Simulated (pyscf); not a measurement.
PySCF, gas phase, ωB97X-D3(BJ)/def2-SVP geometries.

Question: PBE/def2-TZVP puts the barrier of H₂C=C(F)–F (SMILES C=C(F)F) + F–C:–F (SMILES F[C]F) [singlet] → C₃H₂F₄ (SMILES FC1(F)CC1(F)F) (cycloaddition; singlet surface; none broken, C–C, C–C formed) at 3.8 kcal/mol and the reaction energy at -41.5 kcal/mol, from the separated reactants. What do B3LYP-D3(BJ)/def2-TZVP, PBE0-D3(BJ)/def2-TZVP, ωB97M-D3(BJ)/def2-TZVP give on the same structures?

Answer: B3LYP-D3(BJ): ΔE‡ = 9.4 kcal/mol, ΔE = -37.6 kcal/mol; PBE0-D3(BJ): ΔE‡ = 6.3 kcal/mol, ΔE = -47.3 kcal/mol; ωB97M-D3(BJ): ΔE‡ = 14.6 kcal/mol, ΔE = -38.0 kcal/mol. PBE's barrier lies under all of them, by 2.4 to 10.7 kcal/mol. Its reaction energy lies among theirs. cyclic C₃H₂F₄ (SMILES FC1(F)CC1(F)F) lies 7.7 kcal/mol over its isomer F–CH=C(F)–CH(F)–F, and others may lie lower still (electronic energy, ωB97M-D3(BJ)). One saddle was located; it need not be the lowest between these sides. A restricted solution here is unstable towards spin polarisation, so biradical character is likely and single-reference numbers are less safe.
